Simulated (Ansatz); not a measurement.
in.yaml

```yaml
crystal:
  periodic: [false, false, false]
  atoms:
    - {symbol: Si, position_ang: [0.000000, 0.000000, 0.000000]}
    - {symbol: Al, position_ang: [0.000000, 0.000000, 3.079000]}
basis:
  gaussian: {orbitals: def2-mTZVP}
total_charge: 1
magnetization: {spin_polarized: false, initial_magnetization: 2}
correlation: {method: ccsd_t, electrons: valence}
```

```sh
$ ansatz run in.yaml --threads 1 --pin off --events-out ev --progress --plain --max-ram 2393MiB
```

Question: Roughly how long does this take on 1 thread of AMD EPYC 7B13, shared host, and how much host memory?

Answer: 3.4 s wall and 0.11 GiB.

```
373 factors; integrals over basis functions are off by at most 3.7e-4 eV
mean field evaluation 1: about -14436.0814 eV, gradient 4.9e0 eV
mean field evaluation 2: about -14436.0934 eV, gradient 4.9e0 eV
mean field evaluation 4: about -14436.4216 eV, gradient 8.2e-1 eV
mean field evaluation 8: about -14436.4398 eV, gradient 1.7e-1 eV
mean field evaluation 16: about -14436.0813 eV, gradient 4.9e0 eV
mean field evaluation 32: about -14435.8577 eV, gradient 8.3e-1 eV
mean field evaluation 64: about -14435.8619 eV, gradient 1.5e-6 eV
mean field evaluation 96: about -14436.4401 eV, gradient 2.9e-1 eV
mean field evaluation 128: about -14435.8568 eV, gradient 6.1e-1 eV
mean field evaluation 160: about -14433.5703 eV, gradient 3.1e0 eV
...
mean field -14436.44156144 eV, -530.5294420114 hartree, gradient 2.8e-6 eV, S^2 2.000000; 13 other end points of the search recorded, 0 dependent functions left out
mean field evaluation 640: about -14436.0489 eV, gradient 5.5e0 eV
mean field evaluation 672: about -14435.2185 eV, gradient 5.2e0 eV
mean field evaluation 704: about -14436.5750 eV, gradient 4.4e-1 eV
determinant -14436.44156144 eV, -530.5294420114 hartree, with singles and doubles -14439.19817548 eV, -530.6307457088 hartree
determinant -14435.86194762 eV, -530.5081415965 hartree, with singles and doubles -14438.63365390 eV, -530.6099999235 hartree
determinant -14433.85758165 eV, -530.4344825056 hartree, with singles and doubles -14436.59047539 eV, -530.5349144979 hartree
determinant -14433.45511159 eV, -530.4196920036 hartree, with singles and doubles -14436.51948484 eV, -530.5323056435 hartree
determinant -14433.28798732 eV, -530.4135503002 hartree, with singles and doubles -14436.64288054 eV, -530.5368403519 hartree
10 core orbitals not correlated: weight in the atoms' cores, before any rotation towards them, 1.000 or more for the frozen orbitals, at most 0.000 for the correlated occupied ones
reference -14436.44156144 eV, -530.5294420114 hartree; 4, 2 occupied and 30, 32 virtual orbitals, 373 factors
second order -1.91055270 eV of doubles, -0.06001863 eV of singles
cycle   1  -2.75606456 eV  change    5.5e-4 eV  update   8.7e-4
cycle   2  -2.75571809 eV  change    3.5e-4 eV  update   5.9e-4
cycle   3  -2.75570186 eV  change    1.6e-5 eV  update   2.6e-4
cycle   4  -2.75582322 eV  change   -1.2e-4 eV  update   1.4e-4
cycle   5  -2.75593204 eV  change   -1.1e-4 eV  update   3.9e-5
cycle   6  -2.75596797 eV  change   -3.6e-5 eV  update   1.3e-5
cycle   7  -2.75597302 eV  change   -5.1e-6 eV  update   6.1e-6
perturbative correction -0.05523655 eV, -0.0020299059 hartree
Total energy: -14439.25277102 eV, -530.6327520579 hartree
```
